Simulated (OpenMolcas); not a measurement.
# BH2 (SMILES [BH2]), step by step

We compute the energy (ROHF/6-31G**), then the energy (CASSCF(3,3)/6-31G**), then a single-point energy (CASPT2(3,3)/6-31G**), then a single-point energy (SC-NEVPT2(3,3)/6-31G**), then a single-point energy (MRCI(3,3)/6-31G**) of BH2. 

The results are computed with OpenMolcas 26.06.

1 further run of the same task is left out (set aside as unsound or not needed).

### Step 1. The structure to begin with

BH2: 3 atoms, total charge 0, spin state doublet. SMILES: `[BH2]`. The coordinates come from a GFN2-xTB relaxation.

Bond lengths: B1–H2 1.159 Å, B1–H3 1.159 Å. Angles: H2–B1–H3 128.4°.

### Step 2. The energy at ROHF/6-31G(d,p) (spherical functions) (run 1)

step1.input reads:

```
>>> EXPORT MOLCAS_PRINT=2

&GATEWAY
  BasLib=$CurrDir
  Coord
  3
  bohr
  B      0.49669561    -0.31412917     0.24309437
  H      0.52916111     1.86198495     0.49318072
  H     -1.02585672    -1.54785577    -0.73629399
  Basis=6-31Gss
  Group=NoSym

&SEWARD

&SCF
  UHF
  Spin=2
  Scramble=0.25
  PrOrbitals=1 1

&RASSCF
  FileOrb=$Project.UnaOrb
  Spin=2
  Nactel=1 0 0
  Inactive=3
  Ras2=1
  OutOrbitals=Canonical
  OrbListing=Nothing
```

The basis set 6-31G** is read from a file made from the Basis Set Exchange's data (not shown).

Started as:

```console
$ export MOLCAS_MEM=1860
$ pymolcas step1.input > step1.log
```

Log:

```text
--- Start Module: gateway ---
[...]
--- Stop Module: gateway /rc=_RC_ALL_IS_WELL_ ---
[...]
      Basis functions           24
[...]
--- Start Module: scf ---
[...]
       Convergence after  14 Iterations
[...]
::    Total SCF energy                                -25.7509382361
[...]
      Total spin, S                                     0.5011941338
[...]
--- Stop Module: scf /rc=_RC_ALL_IS_WELL_ ---
--- Start Module: rasscf ---
[...]
      Number of active orbitals                  1
[...]
      Spin quantum number                      0.5
[...]
      Active orbitals                            1
[...]
      Number of CSFs                             1
[...]
      Number of root(s) required                 1
[...]
      Convergence after  7 iterations
[...]
      printout of CI-coefficients larger than  0.05 for root  1
      energy=     -25.749851
      conf/sym  1     Coeff  Weight
             1  u   1.00000 1.00000
      Natural orbitals and occupation numbers for root  1
      sym 1:   1.000000
      ************************************************************************************************************************
      *                                                    Final results                                                     *
[...]
::    RASSCF root number  1 Total energy:    -25.74985063
[...]
      Total electronic charge=    7.000000
      Total            charge=   -0.000000
[...]
      Dipole Moment (debye):
      Origin of the operator (angstrom)=    0.2018   -0.1276    0.0988
                   X= -2.0989E-01               Y=  1.3281E-01               Z= -1.0271E-01           Total=  2.6878E-01
      Quadrupole Moment (debye*angstrom):
[...]
--- Stop Module: rasscf /rc=_RC_ALL_IS_WELL_ ---
[...]
```

Run time: 2.4 s. Hardware: 1 thread of Arm Neoverse V1, shared host; peak memory 0.37 GiB.

### Step 3. A single-point energy at CASSCF(3,3)/6-31G(d,p) (spherical functions) (run 2)

step2.inp reads:

```
* BH2 CASSCF
&GATEWAY
BASLIB
$CurrDir
COORD
3
bohr
B      0.49669561    -0.31412917     0.24309437
H      0.52916111     1.86198495     0.49318072
H     -1.02585672    -1.54785577    -0.73629399
BASIS
6-31Gss
GROUP
NoSym
&SEWARD
&RASSCF
FILEORB
$CurrDir/step1.RasOrb
SPIN
2
NACTEL
3 0 0
INACTIVE
2
RAS2
3
ORBLISTING
Nothing
```

The basis set 6-31G** is read from a file made from the Basis Set Exchange's data (not shown).

Started as:

```console
$ export MOLCAS_MEM=1860
$ pymolcas step2.inp > step2.log
```

Log:

```text
--- Start Module: gateway ---
[...]
--- Stop Module: gateway /rc=_RC_ALL_IS_WELL_ ---
--- Start Module: seward ---
[...]
      Basis functions           24
--- Stop Module: seward /rc=_RC_ALL_IS_WELL_ ---
--- Start Module: rasscf ---
[...]
      Number of active orbitals                  3
[...]
      Spin quantum number                      0.5
[...]
      Active orbitals                            3
[...]
      Number of CSFs                             8
[...]
      Number of root(s) required                 1
[...]
      Convergence after 42 iterations
[...]
      printout of CI-coefficients larger than  0.05 for root  1
      energy=     -25.762814
      conf/sym  111     Coeff  Weight
             1  2u0   0.99622 0.99246
             8  0u2   0.08084 0.00653
      Natural orbitals and occupation numbers for root  1
      sym 1:   1.985517   1.000066   0.014417
      ************************************************************************************************************************
      *                                                    Final results                                                     *
[...]
::    RASSCF root number  1 Total energy:    -25.76281371
[...]
      Total electronic charge=    7.000000
      Total            charge=   -0.000000
[...]
      Dipole Moment (debye):
      Origin of the operator (angstrom)=    0.2018   -0.1276    0.0988
                   X= -2.2108E-01               Y=  1.1415E-01               Z= -1.1095E-01           Total=  2.7243E-01
      Quadrupole Moment (debye*angstrom):
[...]
--- Stop Module: rasscf /rc=_RC_ALL_IS_WELL_ ---
[...]
```

Run time: 2.5 s. Hardware: 1 thread of Arm Neoverse V1, shared host; peak memory 0.37 GiB.

### Step 4. A single-point energy at CASPT2(3,3)/6-31G(d,p) (spherical functions) (run 3)

step3.inp reads:

```
* BH2 CASPT2
>>> EXPORT MOLCAS_PRINT=2

&gateway
  baslib=$CurrDir
  coord
  3
  bohr
  B      0.49669561    -0.31412917     0.24309437
  H      0.52916111     1.86198495     0.49318072
  H     -1.02585672    -1.54785577    -0.73629399
  basis=6-31Gss
  group=NoSym

&seward

&rasscf
  fileorb=$CurrDir/step2.RasOrb
  spin=2
  nactel=3 0 0
  inactive=2
  ras2=3
  orblisting=Nothing

&caspt2
  imaginary=0.1
  frozen=1
```

The basis set 6-31G** is read from a file made from the Basis Set Exchange's data (not shown).

Started as:

```console
$ export MOLCAS_MEM=1860
$ pymolcas step3.inp > step3.log
```

Log:

```text
--- Start Module: gateway ---
[...]
--- Stop Module: gateway /rc=_RC_ALL_IS_WELL_ ---
[...]
      Basis functions           24
[...]
--- Start Module: rasscf ---
[...]
      Number of active orbitals                  3
[...]
      Spin quantum number                      0.5
[...]
      Active orbitals                            3
[...]
      Number of CSFs                             8
[...]
      Number of root(s) required                 1
[...]
      Convergence after  4 iterations
[...]
      printout of CI-coefficients larger than  0.05 for root  1
      energy=     -25.762814
      conf/sym  111     Coeff  Weight
             1  2u0   0.99622 0.99246
             8  0u2   0.08084 0.00653
      Natural orbitals and occupation numbers for root  1
      sym 1:   1.985518   1.000066   0.014417
      ************************************************************************************************************************
      *                                                    Final results                                                     *
[...]
::    RASSCF root number  1 Total energy:    -25.76281371
[...]
      Total electronic charge=    7.000000
      Total            charge=   -0.000000
[...]
      Dipole Moment (debye):
      Origin of the operator (angstrom)=    0.2018   -0.1276    0.0988
                   X= -2.2108E-01               Y=  1.1413E-01               Z= -1.1095E-01           Total=  2.7242E-01
      Quadrupole Moment (debye*angstrom):
[...]
--- Stop Module: rasscf /rc=_RC_ALL_IS_WELL_ ---
--- Start Module: caspt2 ---
[...]
 ###    WARNING: User changed nr of frozen orbitals.                         ###
 ###############################################################################
[...]
      E2 (Variational):          -0.0572009091
      Total energy:             -25.8200146233
[...]
      Reference weight:           0.97989
[...]
::    CASPT2 Root  1     Total energy:    -25.82001462
[...]
--- Stop Module: caspt2 /rc=_RC_ALL_IS_WELL_ ---
[...]
```

Run time: 1.8 s. Hardware: 1 thread of Arm Neoverse V1, shared host; peak memory 0.37 GiB.

### Step 5. A single-point energy at SC-NEVPT2(3,3)/6-31G(d,p) (spherical functions) (run 4)

step4.inp reads:

```
* BH2 NEVPT2
>>> EXPORT MOLCAS_PRINT=2
&GATEWAY
BasLib=$CurrDir
Coord
3
bohr
B      0.49669561    -0.31412917     0.24309437
H      0.52916111     1.86198495     0.49318072
H     -1.02585672    -1.54785577    -0.73629399
Basis=6-31Gss
Group=NoSym
&SEWARD
&RASSCF
FileOrb=$CurrDir/step2.RasOrb
Spin=2
Nactel=3 0 0
Inactive=2
Ras2=3
OrbListing=Nothing
&CASPT2
SC-NEVPT2
Frozen=1
```

The basis set 6-31G** is read from a file made from the Basis Set Exchange's data (not shown).

Started as:

```console
$ export MOLCAS_MEM=1860
$ pymolcas step4.inp > step4.log
```

Log:

```text
--- Start Module: gateway ---
[...]
--- Stop Module: gateway /rc=_RC_ALL_IS_WELL_ ---
[...]
      Basis functions           24
[...]
--- Start Module: rasscf ---
[...]
      Number of active orbitals                  3
[...]
      Spin quantum number                      0.5
[...]
      Active orbitals                            3
[...]
      Number of CSFs                             8
[...]
      Number of root(s) required                 1
[...]
      Convergence after  4 iterations
[...]
      printout of CI-coefficients larger than  0.05 for root  1
      energy=     -25.762814
      conf/sym  111     Coeff  Weight
             1  2u0   0.99622 0.99246
             8  0u2   0.08084 0.00653
      Natural orbitals and occupation numbers for root  1
      sym 1:   1.985518   1.000066   0.014417
      ************************************************************************************************************************
      *                                                    Final results                                                     *
[...]
::    RASSCF root number  1 Total energy:    -25.76281371
[...]
      Total electronic charge=    7.000000
      Total            charge=   -0.000000
[...]
      Dipole Moment (debye):
      Origin of the operator (angstrom)=    0.2018   -0.1276    0.0988
                   X= -2.2108E-01               Y=  1.1413E-01               Z= -1.1095E-01           Total=  2.7242E-01
      Quadrupole Moment (debye*angstrom):
[...]
--- Stop Module: rasscf /rc=_RC_ALL_IS_WELL_ ---
--- Start Module: caspt2 ---
[...]
 ###    WARNING: User changed nr of frozen orbitals.                         ###
 ###############################################################################
[...]
      E2 (Variational):          -0.0542236206
[...]
      E2 (Variational):          -0.0540050978
      Total energy:             -25.8168188121
[...]
      Reference weight:           0.98199
[...]
::    SC-NEVPT2 Root  1     Total energy:    -25.81681881
[...]
--- Stop Module: caspt2 /rc=_RC_ALL_IS_WELL_ ---
[...]
```

Run time: 1.8 s. Hardware: 1 thread of Arm Neoverse V1, shared host; peak memory 0.37 GiB.

### Step 6. The energy at MRCI(3,3)/6-31G(d,p) (spherical functions) (run 5)

step5.inp reads:

```
>>> EXPORT MOLCAS_PRINT=2

&GATEWAY
 BasLib=$CurrDir
 Coord
 3
 bohr
 B      0.49669561    -0.31412917     0.24309437
 H      0.52916111     1.86198495     0.49318072
 H     -1.02585672    -1.54785577    -0.73629399
 Basis=6-31Gss
 Group=NoSym

&SEWARD

&RASSCF
 FileOrb=$CurrDir/step2.RasOrb
 Spin=2
 Nactel=3 0 0
 Inactive=2
 Ras2=3
 OrbListing=Nothing

&MOTRA
 LumOrb
 Frozen=1

&GUGA
 Electrons=5
 Spin=2
 Inactive=1
 Active=3
 CIAll=1

&MRCI
 SDCI
```

The basis set 6-31G** is read from a file made from the Basis Set Exchange's data (not shown).

Started as:

```console
$ export MOLCAS_MEM=1860
$ pymolcas step5.inp > step5.log
```

Log:

```text
--- Start Module: gateway ---
[...]
--- Stop Module: gateway /rc=_RC_ALL_IS_WELL_ ---
[...]
      Basis functions           24
[...]
      Number of active orbitals                  3
[...]
      Spin quantum number                      0.5
[...]
      Active orbitals                            3
[...]
      Number of CSFs                             8
[...]
      Number of root(s) required                 1
[...]
      Convergence after  4 iterations
[...]
      printout of CI-coefficients larger than  0.05 for root  1
      energy=     -25.762814
      conf/sym  111     Coeff  Weight
             1  2u0   0.99622 0.99246
             8  0u2   0.08084 0.00653
      Natural orbitals and occupation numbers for root  1
      sym 1:   1.985518   1.000066   0.014417
      ************************************************************************************************************************
      *                                                    Final results                                                     *
[...]
::    RASSCF root number  1 Total energy:    -25.76281371
[...]
      Dipole Moment (debye):
      Origin of the operator (angstrom)=    0.2018   -0.1276    0.0988
                   X= -2.2108E-01               Y=  1.1413E-01               Z= -1.1095E-01           Total=  2.7242E-01
      Quadrupole Moment (debye*angstrom):
[...]
      *** WARNING: Default frozen orbitals is overwritten by user input.
      *** Default values:   1
[...]
--- Start Module: guga ---
[...]
--- Stop Module: guga /rc=_RC_ALL_IS_WELL_ ---
--- Start Module: mrci ---
[...]
       (But an ACPF correction will be computed)
       USE THE DEFAULT ACPF G-VALUE GFAC=  0.40000000000000002
[...]
                      CI ENERGY:   -25.83436735
[...]
                ACPF CORRECTION:    -0.00149401
[...]
      Total electronic charge=    7.000000
      Total            charge=    0.000000
[...]
     ACPF CORRECTION:     -0.00149401
[...]
  CI State   1     Total energy:    -25.83436735     QDav:     -0.00252516     QACPF:     -0.00149401
[...]
--- Stop Module: mrci /rc=_RC_ALL_IS_WELL_ ---
[...]
```

Run time: 1.9 s. Hardware: 1 thread of Arm Neoverse V1, shared host; peak memory 0.37 GiB.

### Step 7. Results

```
                          quantity                                                                value
 run 1, ROHF/6-31G**: total energy                                                         -25.74985 Eh
run 1, ROHF/6-31G**: dipole moment                                                               0.27 D
        run 2, CASSCF(3,3)/6-31G**  no result (a known fault or a wrong state: its values are left out)
        run 3, CASPT2(3,3)/6-31G**  no result (a known fault or a wrong state: its values are left out)
     run 4, SC-NEVPT2(3,3)/6-31G**  no result (a known fault or a wrong state: its values are left out)
          run 5, MRCI(3,3)/6-31G**  no result (a known fault or a wrong state: its values are left out)
```

4 of the 5 runs ended normally but are set aside, since settings or state are in doubt.
